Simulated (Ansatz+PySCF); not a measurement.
# doublet CH5N(+): levels of theory in one basis

```xyz
7

C     0.0605    0.7015   -0.0038
N     0.0419   -0.7587   -0.0016
H    -0.9405    1.1670    0.0037
H    -0.4671   -1.1014    0.8082
H    -0.4510   -1.1023   -0.8187
H     0.5936    1.0651    0.8752
H     0.5903    1.0618   -0.8724
```

Basis set: cc-pVTZ (spherical functions). Frozen core: 2 orbitals. Correlation on ROHF uses semicanonical orbitals with singles. Charge 1, multiplicity 2.

Computed with Ansatz (development build ahead of 0.2.0); each method stands on the lowest determinant of its kind that the runs found.

| method | E − E(ROHF) (eV) | <S²> of the determinant |
| --- | --- | --- |
| ROHF | 0.00 | 0.75 |
| UHF | -0.13 | 0.76 |
| ROHF-MP2 | -9.69 | – |
| UHF-MP2 | -9.69 | 0.76 |

Problem. Is a single determinant a sound starting point here?

Solution. By this sign, yes. Unrestricted orbitals gain 0.13 eV and <S²> is 0.76 against 0.75 for a pure state.
